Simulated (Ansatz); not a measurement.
`F[SiH2][SiH3]` → F• + 5 H• + 2 Si•  (atomization)

Computed with Ansatz on PBE0-D4/def2-TZVP structures; ΔE is electronic, products minus reactants. CCSD(T)/CBS adds triple-zeta CCSD(T) − MP2 to the extrapolated MP2 energy (def2 sets, frozen cores). This one scheme is used for every species, atoms too. Functionals use def2-TZVPP. B3LYP here is the variant with VWN-RPA as its local correlation; programs differ in this. No spin–orbit coupling; open shells (•) take unrestricted orbitals. Spin–orbit coupling would lower the free atoms: a little for F, Si.

CCSD(T)/CBS gives +25.69 eV.

Q: Another level gave +25.23 eV. Which?
A. r2SCAN0/def2-TZVPP
B. BLYP/def2-TZVPP
C. PBE/def2-TZVPP
D. B3LYP/def2-TZVPP

A: A. r2SCAN0 25.23, PBE 25.10, BLYP 24.98, B3LYP 25.29 eV.

Q: What do rigid-rotor, harmonic-oscillator terms from PBE0-D4/def2-TZVP frequencies (298.15 K, 1 bar) make of the CCSD(T)/CBS value? (Estimate.)

A: Computed: ΔZPE = -1.21 eV, ΔH = +24.81 eV, ΔS = 760 J/(mol·K), ΔG = +22.47 eV. Open shells count their whole term as degenerate.

Largest T1 diagnostic among the species: 0.012.

In def2-TZVPP, CCSD(T) changes the Hartree–Fock value by +5.32 eV (the triples alone add +0.20 eV) and MP2 by +5.27 eV; breaking electron pairs costs correlation energy, which Hartree–Fock lacks. Leaving LDA and LC-ωPBE aside and taking each functional with its dispersion term where it has one, the values, not all of them listed here, spread over 0.95 eV, from revPBE-D4 to ωB97X-V. LDA lies +3.06 eV from PBE without D4, its usual overbinding.

For atomizations the MP2-based limit and the directly extrapolated one differ by several kJ/mol either way, and by 10 to 25 for some Ge, Se and Sn compounds, so smaller differences from it don't rank the levels.
